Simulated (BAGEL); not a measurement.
**C2H2FNO (SMILES FC1=NCO1) at HF/6-31G(d) (density fitting with qzvpp-jkfit, spherical functions)**

What is the energy change on altering one bond length of C2H2FNO at HF/6-31G* (density fitting with qzvpp-jkfit, spherical functions)? 

The results are computed with BAGEL 1.2.2.

## 1. The structure to begin with

C2H2FNO has 7 atoms, charge 0, and is taken as a singlet. SMILES: `FC1=NCO1`. Geometry: relaxed at PBE0-D4/def2-TZVP.

Bond lengths: F1–C2 1.291 Å, C2–N3 1.270 Å, N3–C4 1.465 Å, C2–O5 1.336 Å, C4–O5 1.481 Å, C4–H6 1.089 Å, C4–H7 1.089 Å. Some angles: F1–C2–N3 132.4°, F1–C2–O5 120.4°, N3–C2–O5 107.2°, C2–N3–C4 82.4°, N3–C4–O5 90.8°, C2–O5–C4 79.6°, N3–C4–H6 114.9°, N3–C4–H7 114.9°, O5–C4–H6 110.1°, O5–C4–H7 110.1°.

## 2. The energy at HF/6-31G(d) (density fitting with qzvpp-jkfit, spherical functions)

Contents of input.json:

```json
{ "bagel" : [

{
  "title" : "molecule",
  "basis" : "6-31gs.json",
  "df_basis" : "qzvpp-jkfit",
  "angstrom" : "true",
  "geometry" : [
    { "atom" : "F", "xyz" : [      -1.048500,      -1.965600,       0.441600 ] },
    { "atom" : "C", "xyz" : [      -0.514700,      -0.825600,       0.153600 ] },
    { "atom" : "N", "xyz" : [      -0.970200,       0.214200,      -0.416500 ] },
    { "atom" : "C", "xyz" : [       0.388600,       0.705700,      -0.172700 ] },
    { "atom" : "O", "xyz" : [       0.759400,      -0.577400,       0.468200 ] },
    { "atom" : "H", "xyz" : [       0.459800,       1.518100,       0.548600 ] },
    { "atom" : "H", "xyz" : [       0.987000,       0.862600,      -1.068600 ] }
  ]
},

{ "title" : "hf" },

{ "title" : "print", "file" : "orbitals.molden", "orbitals" : "true" }

]}
```

The basis set 6-31G* is read from a file made from the Basis Set Exchange's data (not shown).

Launch:

```console
$ BAGEL_NUM_THREADS=1 BAGEL input.json > input.out
```

The program printed:

```text
* using 1 threads per process

  ===============================================================
  ===============================================================

  *** Geometry ***

  { "atom" : "F", "xyz" : [     -1.981378,     -3.714446,      0.834503 ] },
  { "atom" : "C", "xyz" : [     -0.972642,     -1.560158,      0.290262 ] },
  { "atom" : "N", "xyz" : [     -1.833412,      0.404779,     -0.787071 ] },
  { "atom" : "C", "xyz" : [      0.734348,      1.333580,     -0.326356 ] },
  { "atom" : "O", "xyz" : [      1.435058,     -1.091128,      0.884770 ] },
  { "atom" : "H", "xyz" : [      0.868896,      2.868793,      1.036704 ] },
  { "atom" : "H", "xyz" : [      1.865160,      1.630078,     -2.019361 ] },

  Number of auxiliary basis functions:      417

  Since a DF basis is specified, we compute 2- and 3-index integrals:
    o Being stored without compression. Storage requirement is 0.018 GB

  Number of basis functions:       74
  Number of electrons      :       38

    * METHOD: MOLECULE                             0.14

  *** RHF ***

  === Nuclear Repulsion ===
   174.3176668426

      * DIIS with orbital gradients will be used.

  === RHF iteration (6-31gs.json) ===
      0       -305.35851934          0.02381659           0.04
      1       -305.51395127          0.01503584           0.04
      2       -305.58297087          0.00165664           0.04
      3       -305.58464485          0.00051895           0.04
      4       -305.58477282          0.00016521           0.04
      5       -305.58480781          0.00010110           0.04
      6       -305.58481435          0.00004106           0.04
      7       -305.58481678          0.00001508           0.04
      8       -305.58481697          0.00000601           0.04
      9       -305.58481699          0.00000243           0.04
     10       -305.58481700          0.00000089           0.04
     11       -305.58481700          0.00000038           0.04
     12       -305.58481700          0.00000019           0.04
     13       -305.58481700          0.00000006           0.04
     14       -305.58481700          0.00000002           0.04
     15       -305.58481700          0.00000001           0.04
    * SCF iteration converged.

    * Permanent dipole moment:
           (   -0.600044,    -0.429475,    -0.021705) a.u.

    * METHOD: HF                                   0.71

    * METHOD: PRINT                                0.01

  ===============================================================
```

Wall time 1 s (1 thread of Arm Neoverse V2, shared host); peak memory 0.09 GiB.

## 3. The distorted shape, same level

Contents of job.json:

```json
{ "bagel" : [

{
  "title" : "molecule",
  "basis" : "6-31gs.json",
  "df_basis" : "qzvpp-jkfit",
  "angstrom" : true,
  "geometry" : [
    { "atom" : "F", "xyz" : [      -1.133939,      -2.940473,      -0.423953 ] },
    { "atom" : "C", "xyz" : [      -0.600139,      -1.800473,      -0.711953 ] },
    { "atom" : "N", "xyz" : [      -1.055639,      -0.760673,      -1.282053 ] },
    { "atom" : "C", "xyz" : [       0.303161,      -0.269173,      -1.038253 ] },
    { "atom" : "O", "xyz" : [       0.673961,      -1.552273,      -0.397353 ] },
    { "atom" : "H", "xyz" : [       0.459800,       1.518100,       0.548600 ] },
    { "atom" : "H", "xyz" : [       0.901561,      -0.112273,      -1.934153 ] }
  ]
},

{ "title" : "hf" },

{ "title" : "print", "file" : "orbitals.molden", "orbitals" : true }

]}
```

The basis set 6-31G* is read from a file made from the Basis Set Exchange's data (not shown).

Launch:

```console
$ BAGEL_NUM_THREADS=1 BAGEL job.json > job.out
```

The program printed:

```text
* using 1 threads per process

  ===============================================================
  ===============================================================

  *** Geometry ***

  { "atom" : "F", "xyz" : [     -2.142834,     -5.556689,     -0.801155 ] },
  { "atom" : "C", "xyz" : [     -1.134098,     -3.402401,     -1.345396 ] },
  { "atom" : "N", "xyz" : [     -1.994869,     -1.437464,     -2.422729 ] },
  { "atom" : "C", "xyz" : [      0.572891,     -0.508663,     -1.962014 ] },
  { "atom" : "O", "xyz" : [      1.273602,     -2.933371,     -0.750888 ] },
  { "atom" : "H", "xyz" : [      0.868896,      2.868793,      1.036704 ] },
  { "atom" : "H", "xyz" : [      1.703703,     -0.212165,     -3.655019 ] },

  Number of auxiliary basis functions:      417

  Since a DF basis is specified, we compute 2- and 3-index integrals:
    o Being stored without compression. Storage requirement is 0.018 GB

  Number of basis functions:       74
  Number of electrons      :       38

    * METHOD: MOLECULE                             0.14

  *** RHF ***

  === Nuclear Repulsion ===
   170.6935192166

      * DIIS with orbital gradients will be used.

  === RHF iteration (6-31gs.json) ===
      0       -305.12933739          0.02407438           0.03
      1       -305.29144632          0.01519075           0.03
      2       -305.36362191          0.00193589           0.04
      3       -305.36603981          0.00079582           0.04
      4       -305.36638596          0.00025948           0.04
      5       -305.36644889          0.00010549           0.03
      6       -305.36646121          0.00005766           0.04
      7       -305.36646501          0.00001740           0.04
      8       -305.36646527          0.00000914           0.04
      9       -305.36646534          0.00000322           0.04
     10       -305.36646535          0.00000142           0.03
     11       -305.36646535          0.00000054           0.03
     12       -305.36646535          0.00000020           0.03
     13       -305.36646535          0.00000009           0.03
     14       -305.36646535          0.00000004           0.04
     15       -305.36646535          0.00000002           0.04
     16       -305.36646535          0.00000001           0.04
    * SCF iteration converged.

    * Permanent dipole moment:
           (   -0.446969,     0.196867,     0.317742) a.u.

    * METHOD: HF                                   0.71

    * METHOD: PRINT                                0.01

  ===============================================================
```

Run time: 1 s. Hardware: 1 thread of Arm Neoverse V2, shared host; peak memory 0.091 GiB.

## 4. What came out

Level: HF/6-31G* (density fitting with qzvpp-jkfit, spherical functions).

| quantity | value |
| --- | --- |
| first shape: total energy | -305.58482 Eh |
| first shape: dipole moment | 1.88 D |
| first shape: HOMO energy | -11.59 eV |
| first shape: LUMO energy | 5.29 eV |
| first shape: HOMO–LUMO gap | 16.89 eV |
| distorted shape: total energy | -305.36647 Eh |
| distorted shape: dipole moment | 1.48 D |
| distorted shape: HOMO energy | -9.54 eV |
| distorted shape: LUMO energy | -0.36 eV |
| distorted shape: HOMO–LUMO gap | 9.18 eV |
| energy change with the C4–H6 bond stretched from 1.089 to 2.395 Å | 5.942 eV |

One bond (distorted shape) is far stretched, which a spin-restricted single reference describes badly; a broken-symmetry solution may lie lower. With the C4–H6 bond stretched from 1.089 to 2.395 Å the energy rises by 5.94 eV (137 kcal/mol). The first shape isn't relaxed at this level, so the change isn't measured from a minimum. A restricted reference can't describe the breaking bond well at this length.
